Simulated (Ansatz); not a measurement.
Trigonal Te was calculated with PBE-D3(BJ) (Ansatz, a program for electronic structure, PAW).

Numerical settings: plane-wave cutoff 500 eV, 12×12×6 k mesh (along the axes of the cell as run), gaussian smearing 0.02 eV, scalar-relativistic PAW data made under PBE.

Computed at the level's own relaxed cell.

Task: Give the computed volume per atom, equilibrium lattice constant a, c axis length and band gap.

Result: 
- volume per atom = 32.08 Å³/atom
- equilibrium lattice constant a = 4.315 Å
- c axis length = 5.968 Å
- band gap = 0.03 eV (under three smearing widths, so not firm)

Measured, for comparison: band gap 0.33 eV (temperature not stated, no zero-point or thermal correction, compiled measured gap; kind and temperature not stated; as tabulated in Kothakonda et al. (2022), arXiv:2208.02841); lattice constant a 4.456 Å, lattice parameter c 5.928 Å (293 K, no zero-point or thermal correction; as tabulated in Wikipedia's data pages). Computed (rounded) less measured: lattice constant a -3.2 %, lattice parameter c +0.7 %.

Spin–orbit coupling is not included; with these elements it can move the gap by several tenths of an eV or more.

The computed numbers hold no vibrational or temperature effects.
